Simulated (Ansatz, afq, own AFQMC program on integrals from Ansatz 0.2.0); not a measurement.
SiGeH, quartet in cc-pVDZ, levels against CCSDT(Q)

```yaml
atoms:
  - { symbol: Si, position_ang: [0.0000, -1.0083, 1.8328] }
  - { symbol: Ge, position_ang: [0.0000, -0.0779, -0.3731] }
  - { symbol: H, position_ang: [0.0000, 1.0861, -1.4597] }
```

Connectivity, by distances: Si–GeH.

Basis cc-pVDZ. Noble-gas cores (and the filled d shells of Ga–Kr and In–Xe) are frozen. Ansatz 0.2.0 and our own AFQMC program on the same integrals; the CISD trial comes from CCSD amplitudes, and released means the phaseless constraint is let go. Uncertainties: one standard error, sampling alone. No spin–orbit coupling.

Determinant: UHF, the one that the program's search chose, which needn't be the lowest solution. The geometry is a point of a scan.

No full CI on the walks' own integrals is used here; CCSDT(Q) serves as the reference and is uncertain by about the last step of the cluster series.

Cautions: no relativity below Rb; no spin-orbit coupling; inner d shell frozen; lower spins were not checked.

The T1 diagnostic is 0.0316 and the weight of the determinant in the CISD state is 0.861. The ⟨S²⟩ of the determinant is 3.782 and the size of the correlated space is 9 electrons in 31 orbitals.

```csv
level,correlation energy (eV)
MP2,-3.3577
CCSD,-4.3212
CCSD(T),-4.4893
```

(1) Estimate where phaseless AFQMC with a CISD trial lies against CCSD(T) on the same integrals.

(1) 1.07 ± 0.35 mEh below CCSD(T).

Reference: CCSDT(Q), correlation energy -4.546 eV. The released energy is read at 2.40 1/Eh (meV from the phaseless value at times in 1/Eh: 0 ± 11 at 0.24, -6 ± 11 at 0.51, -24 ± 9 at 0.99, -30 ± 13 at 1.62, -26 ± 14 at 2.40).

| level | E − E(reference) (mEh) | share of correlation (%) |
| --- | --- | --- |
| CCSD(T) | 2.08 | 98.75 |
| CCSDT | 0.42 | 99.75 |
| ph-AFQMC/CISD | 1.02 ± 0.35 | 99.39 |
| released AFQMC | 0.07 ± 0.51 | 99.96 |

A walk keeps the symmetry of its determinant, which the program's search chose and which needn't be the lowest solution, so a lower state of the same spin and another symmetry isn't excluded. Released energies are given only where the last usable release times agree within the noise; a slower fall can still hide under it.
